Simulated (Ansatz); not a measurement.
Input file:

```yaml
crystal:
  periodic: [false, false, false]
  atoms:
    - {symbol: Si, position_ang: [0.000000, 0.000000, 0.000000]}
    - {symbol: C, position_ang: [0.000000, 0.000000, 1.981000]}
basis:
  gaussian: {orbitals: cc-pVDZ}
total_charge: 1
magnetization: {spin_polarized: false, initial_magnetization: 1}
correlation: {method: fci, electrons: outside_noble_gas}
```

```sh
$ ansatz run in.yaml --threads 1 --pin off --events-out ev --progress --plain --max-ram 2393MiB
```

Log:

```
580 factors; integrals over basis functions are off by at most 1.9e-7 eV
mean field evaluation 1: about -8872.5750 eV, gradient 2.8e1 eV
mean field evaluation 2: about -8872.5774 eV, gradient 2.8e1 eV
mean field evaluation 4: about -8876.0696 eV, gradient 3.3e0 eV
mean field evaluation 8: about -8876.3918 eV, gradient 5.1e-1 eV
mean field evaluation 16: about -8876.4019 eV, gradient 8.8e-7 eV
mean field evaluation 32: about -8877.5818 eV, gradient 2.9e-1 eV
mean field evaluation 64: about -8877.5899 eV, gradient 4.3e-2 eV
mean field evaluation 96: about -8872.7164 eV, gradient 7.7e0 eV
mean field evaluation 128: about -8877.5858 eV, gradient 4.4e-1 eV
mean field evaluation 160: about -8878.2958 eV, gradient 1.0e-6 eV
mean field -8878.29582007 eV, -326.2713534626 hartree, gradient 1.0e-6 eV, S^2 0.750000; 16 other end points of the search recorded, 0 dependent functions left out
mean field evaluation 192: about -8879.0315 eV, gradient 8.9e-2 eV
mean field evaluation 224: about -8878.2153 eV, gradient 2.0e0 eV
mean field evaluation 256: about -8879.2936 eV, gradient 3.2e-1 eV
mean field evaluation 288: about -8877.0671 eV, gradient 5.5e0 eV
mean field evaluation 320: about -8879.0308 eV, gradient 5.9e-4 eV
determinant -8878.29582007 eV, -326.2713534626 hartree, with singles and doubles -8882.91228667 eV, -326.4410054809 hartree
determinant -8877.58814053 eV, -326.2453467191 hartree, with singles and doubles -8882.69217775 eV, -326.4329166275 hartree
determinant -8876.40190219 eV, -326.2017532643 hartree, with singles and doubles -8882.21314742 eV, -326.4153125875 hartree
determinant -8878.29582007 eV, -326.2713534626 hartree, with singles and doubles -8882.91532056 eV, -326.4411169742 hartree
determinant -8877.58814053 eV, -326.2453467191 hartree, with singles and doubles -8882.69423444 eV, -326.4329922093 hartree
unrestricted determinant -8879.30276279 eV, -326.3083579250 hartree, S^2 1.8459
6 core orbitals not correlated: weight in the atoms' cores, before any rotation towards them, 1.000 or more for the frozen orbitals, at most 0.000 for the correlated occupied ones
reference -8878.29582007 eV, -326.2713534626 hartree; 4, 3 occupied and 22, 23 virtual orbitals, 580 factors
state -8883.21579363 eV, -326.4521591561 hartree
Total energy: -8883.21579363 eV, -326.4521591561 hartree
```

Ran on 1 thread of AMD EPYC 7R43, shared host: 3.8 min wall, 0.98 GiB peak host memory.
